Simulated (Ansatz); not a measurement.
Relaxation of H$_{7}$NOSi (10 atoms, charge 0, multiplicity 1), to a largest force component of 0.03 eV/Å in at most 50 steps.

Method: Ansatz 0.2.0, RKS PBE-D4/6-31G*.

```xyz
10
Properties=species:S:1:pos:R:3
Si 0.139 -0.068 -0.066
H -0.003 0.048 1.399
H 1.609 -0.279 -0.341
H -0.296 1.159 -0.793
N -0.865 -1.442 -0.574
H -0.476 -2.361 -0.342
H -1.119 -1.446 -1.566
O -2.511 0.171 1.059
H -2.290 -0.636 0.522
H -1.834 0.096 1.780
```

Q: Where does it end, and by what steps?

A: The run converged. After 10 steps the energy has fallen by 0.170 eV; H10 moved furthest, 0.77 Å.

| step | energy less start (eV) | largest force component (eV/Å) | accepted |
| --- | --- | --- | --- |
| 0 | 0.0000 | 0.696 | yes |
| 1 | -0.0993 | 0.413 | yes |
| 2 | -0.1292 | 0.509 | yes |
| 3 | -0.1267 | 1.357 | no |
| 4 | -0.1480 | 0.321 | yes |
| 5 | -0.1609 | 0.128 | yes |
| 6 | -0.1497 | 1.069 | no |
| 7 | -0.1643 | 0.077 | yes |
| 8 | -0.1677 | 0.092 | yes |
| 9 | -0.1690 | 0.142 | yes |
| 10 | -0.1701 | 0.013 | yes |

```xyz
10
Properties=species:S:1:pos:R:3
Si 0.362 -0.073 -0.146
H 0.517 0.018 1.340
H 1.734 -0.304 -0.729
H -0.188 1.186 -0.725
N -0.809 -1.364 -0.476
H -0.539 -2.298 -0.157
H -1.110 -1.431 -1.452
O -2.774 0.145 1.009
H -2.278 -0.537 0.485
H -2.561 -0.102 1.930
```

Whether the end is a true minimum wasn't checked by a vibrational analysis.

The run took 24 s on 1 thread of Arm Neoverse V1 (shared host), peak memory 0.13 GiB.
